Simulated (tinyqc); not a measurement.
Inside a calculation. Method: Pariser-Parr-Pople SCF with singles CI, for the molecule Fc1ccsc1 (SMILES; centres numbered as the heavy atoms are written). One step of it, computed by the program tinyqc.

Task: PPP integrals. Ohno: gamma = 14.399645/sqrt(R^2 + a^2), a = 2 x 14.399645/(gamma_rr + gamma_ss); H_rr = -W_r - sum_(s != r) z_s gamma_rs; H_rs = beta for bonds.

Centres (angstrom, eV; a flat drawing with bonds scaled to 1.40 angstrom):
```
centre          x          y  core charge z          W   gamma_rr
1F       2.159000   0.000000              2  39.000000  21.400000
2C       0.759000   0.000000              1  11.160000  11.130000
3C      -0.064000   1.133000              1  11.160000  11.130000
4C      -1.395000   0.700000              1  11.160000  11.130000
5S      -1.395000  -0.700000              2  22.000000  13.000000
6C      -0.064000  -1.133000              1  11.160000  11.130000
```

Resonance integrals (eV):
```
i  j       beta
1  2  -2.100000
2  3  -2.390000
3  4  -2.390000
4  5  -2.020000
5  6  -2.020000
6  2  -2.390000
```

Give: repulsion gamma_rs; core matrix H.

Result:

repulsion gamma_rs (eV), lower triangle:
```
         1F       2C       3C       4C       5S       6C
1F  21.4000
2C   8.6931  11.1300
3C   5.4390   7.5528  11.1300
4C   3.8616   5.5206   7.5548  11.1300
5S   3.8732   5.6246   5.6239   7.8272  13.0000
6C   5.4390   7.5528   5.5185   5.5199   7.8283  11.1300
```

core matrix H (eV), lower triangle:
```
          1F        2C        3C        4C        5S        6C
1F  -70.1791
2C   -2.1000  -60.4217
3C    0.0000   -2.3900  -53.9119
4C    0.0000    0.0000   -2.3900  -53.1330
5S    0.0000    0.0000    0.0000   -2.0200  -56.6504
6C    0.0000   -2.3900    0.0000    0.0000   -2.0200  -56.2858
```
